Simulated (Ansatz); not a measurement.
System: Ca2Sn (Pnma, No. 62; cell taken from a computed entry). Method: PBE0 in Ansatz (PAW).

Numerical settings: plane-wave cutoff 460 eV, 4×4×4 k mesh, Fermi–Dirac smearing 0.01 eV, scalar-relativistic PAW data made under PBE.

Cell (relaxed with PBEsol):

```cif
data_Ca8Sn4
_chemical_formula_sum 'Ca8 Sn4'
_space_group_name_H-M_alt 'Pnma'
_space_group_IT_number 62
_space_group_name_Hall '-P 2ac 2n'
_cell_length_a 7.24631
_cell_length_b 5.21584
_cell_length_c 9.41790
_cell_angle_alpha 90.000
_cell_angle_beta 90.000
_cell_angle_gamma 90.000
loop_
_atom_site_label
_atom_site_type_symbol
_atom_site_symmetry_multiplicity
_atom_site_Wyckoff_symbol
_atom_site_fract_x
_atom_site_fract_y
_atom_site_fract_z
_atom_site_occupancy
Ca1 Ca 4 c 0.19322 0.25000 0.57651 1
Ca2 Ca 4 c 0.01428 0.25000 0.21138 1
Sn1 Sn 4 c 0.24020 0.25000 0.90455 1
```

Give the computed band gap, smallest direct gap on the k points sampled and direct gap at Γ.


- band gap: 0.37 eV (on the SCF k mesh)
- smallest direct gap on the k points sampled: 0.56 eV
- direct gap at Γ: 1.11 eV

Note: cell and atoms aren't relaxed at this level (pressure 1.5 GPa); this cell isn't known to be the ambient phase, and symmetry holds it in the calculation.

Spin–orbit coupling is not included.

Computing time: very roughly 40 core-minutes.

Ansatz is a program for electronic structure.
